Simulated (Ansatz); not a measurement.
`N[Si]F` + H₂O → `N[Si]O` + H–F at 500 K and 1 bar (formal hydrolysis of the Si–F bond).

Gas-phase electronic energies from Ansatz, PBE0-D4/def2-TZVP geometries. CCSD(T)/CBS is frozen-core, at the limit of the def2 triple- and quadruple-zeta sets. One conformer a species, not always the lowest.

| species | CCSD(T)/CBS energy (Eh) | H − E (kJ/mol) | S (J/(mol·K)) |
| --- | --- | --- | --- |
| `N[Si]F` | -444.83821 | 101.5 | 304.4 |
| H₂O | -76.37685 | 73.2 | 206.3 |
| `N[Si]O` | -420.80313 | 134.7 | 316.7 |
| H–F | -100.39431 | 39.4 | 188.7 |

H − E and S are ideal-gas, rigid-rotor, harmonic terms from PBE0-D4/def2-TZVP, for one conformer and one mirror image of each species. 1 Eh = 2625.50 kJ/mol, R = 8.31446 J/(mol·K).

Problem. By hand: ΔE, ΔH, ΔS and ΔG.

Solution. ΔE = (-420.80313) + (-100.39431) − (-444.83821) − (-76.37685) = 0.01762 Eh = 46.3 kJ/mol. Δ(H − E) = 134.7 + 39.4 − 101.5 − 73.2 = -0.6, so ΔH = 45.7 kJ/mol. ΔS = 316.7 + 188.7 − 304.4 − 206.3 = -5.3 J/(mol·K). ΔG = 45.7 − 500 × (-5.3)/1000 = 48.4 kJ/mol.

Problem. By hand: the equilibrium constant, and the temperature at which ΔG would vanish if ΔH and ΔS stayed fixed.

Solution. log₁₀ K = −ΔG/(RT ln 10) = -5.1. ΔH and −TΔS have one sign here, so there is no such temperature.

The number of gas molecules stays the same, so ΔS is small and ΔH decides. A doubt of 5 kJ/mol in ΔE shifts log₁₀ K by 0.5 here. Other conformers and mirror images would add mixing entropy, several J/(mol·K) or more a flexible species. These are equilibria of isolated gas molecules and say nothing of rates. Largest T1 diagnostic: 0.014 (customary marks: 0.02 for closed shells, 0.045 for open ones).

ΔS is within the doubt of such terms, so its sign, and with it that verdict, could turn.
